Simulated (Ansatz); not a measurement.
Rock-salt HfN, treated with r²SCAN in Ansatz (PAW).

Numerical settings: plane-wave cutoff 600 eV, 16×16×16 k mesh, Fermi–Dirac smearing 0.1 eV, finite displacements, force constants from a 4×4×4 q mesh, scalar-relativistic PAW data made under PBE.

Computed at the level's own relaxed cell. Harmonic vibrational thermodynamics at fixed volume:

```csv
T (K),S_vib (J/K per mol of atoms),C_V (J/K per mol of atoms),F_vib (eV/atom)
0,0.00,0.00,0.0584
200,(withheld),(withheld),(withheld)
300,(withheld),(withheld),(withheld)
400,(withheld),(withheld),(withheld)
500,(withheld),(withheld),(withheld)
900,(withheld),(withheld),(withheld)
1000,(withheld),(withheld),(withheld)
```

Problem. Some entries are withheld; supply them.

Solution. 
- 200, S_vib (J/K per mol of atoms): 15.83
- 200, C_V (J/K per mol of atoms): 16.29
- 200, F_vib (eV/atom): 0.0440
- 300, S_vib (J/K per mol of atoms): 23.22
- 300, C_V (J/K per mol of atoms): 19.96
- 300, F_vib (eV/atom): 0.0237
- 400, S_vib (J/K per mol of atoms): 29.24
- 400, C_V (J/K per mol of atoms): 21.83
- 400, F_vib (eV/atom): -0.0036
- 500, S_vib (J/K per mol of atoms): 34.24
- 500, C_V (J/K per mol of atoms): 22.85
- 500, F_vib (eV/atom): -0.0366
- 900, S_vib (J/K per mol of atoms): 48.15
- 900, C_V (J/K per mol of atoms): 24.25
- 900, F_vib (eV/atom): -0.2099
- 1000, S_vib (J/K per mol of atoms): 50.71
- 1000, C_V (J/K per mol of atoms): 24.38
- 1000, F_vib (eV/atom): -0.2612

The crystal is taken as a harmonic solid at every temperature: melting, phase changes and thermal expansion are not seen, nor the electrons' share in a metal.

Ansatz is a quantum-chemistry and plane-wave program.
